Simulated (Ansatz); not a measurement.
Saddle point of CH₇NSi, closed shell (CH₅N ([CH3][NH2]) + SiH₂ → CH₇NSi ([CH3][NH][SiH3]); bonds formed: Si1–H2; dative contacts that become bonds: Si1–N3; bonds broken: H2–N3), PBE0-D4/def2-TZVP structure:

```xyz
10
angstrom
Si -0.9489 -1.2846 -0.2223
H -0.0244 -0.9853 1.0589
N 0.5801 -0.2279 0.0708
C 0.3587 1.1707 0.3556
H -1.8610 -0.4887 -1.1152
H -0.3978 -2.3734 -1.0890
H 1.4580 -0.4336 -0.3896
H 0.1334 1.7470 -0.5497
H 1.2144 1.6216 0.8635
H -0.5128 1.2543 1.0167
```

Energies are electronic, without zero-point energy. Barriers and step energies count from the start structure reached by relaxing down the imaginary mode; all methods use the PBE0-D4 structures, on which another method's saddle can fall below an end. Program: Ansatz 0.2.0. Basis: def2-TZVPP, with def2-QZVPP for the basis limit. Cores are frozen in the correlated methods. B3LYP uses VWN-RPA correlation. Extrapolation: Hartree–Fock as exp(−7.88 √X), correlation as X^−2.97.

```csv
method,barrier (eV),step energy (eV)
SPW92,1.252,-1.225
PBE-D4,1.379,-1.261
BLYP-D4,?,-1.322
r2SCAN-D4,1.434,-1.446
B97M-V,1.595,-1.329
PBE0-D4,1.572,-1.352
B3LYP-D4,1.609,-1.402
r2SCAN0-D4,1.601,-1.473
BHLYP-D4,?,-1.508
CAM-B3LYP-D4,1.671,-1.469
wB97X-V,?,-1.477
wB97M-V,1.719,-1.356
B2PLYP,1.621,-1.463
PBE-QIDH,1.671,-1.468
RPA on PBE,1.692,-1.334
HF,2.233,-1.641
MP2,1.613,-1.508
CCSD,1.827,-1.410
CCSD(T),1.718,-1.380
```

Problem. Fill in the withheld barriers. (To be estimated.)

Solution. By the calculation: BLYP-D4 1.466; BHLYP-D4 1.840; wB97X-V 1.689 eV. Each is the energy of the saddle less that of the start structure, by the same method.

For comparison, the barrier by CCSD(T) at an estimated basis limit (MP2 extrapolated from triple and quadruple zeta, plus CCSD(T) − MP2 in triple zeta) is 1.671 eV.

T1 diagnostic: at most 0.013. The restricted Hartree–Fock reference is unstable towards an unrestricted one at one or more of these structures.

Losses and insertions of silylenes and their heavier kin drive the gas-phase chemistry of silicon and germanium vapour deposition.

Labels in which every atom is bracketed show which atoms are joined, not bond orders.

For scale, one of the runs: CCSD(T)/def2-TZVPP, 202 basis functions, launched by `ansatz run in.yaml --threads 2 --pin off --events-out ev --progress --plain --max-ram 4352MiB`. The run took 39 s on 2 CPU threads of an Arm Neoverse V2 (shared host), with 2.5 GiB of host memory at its peak.
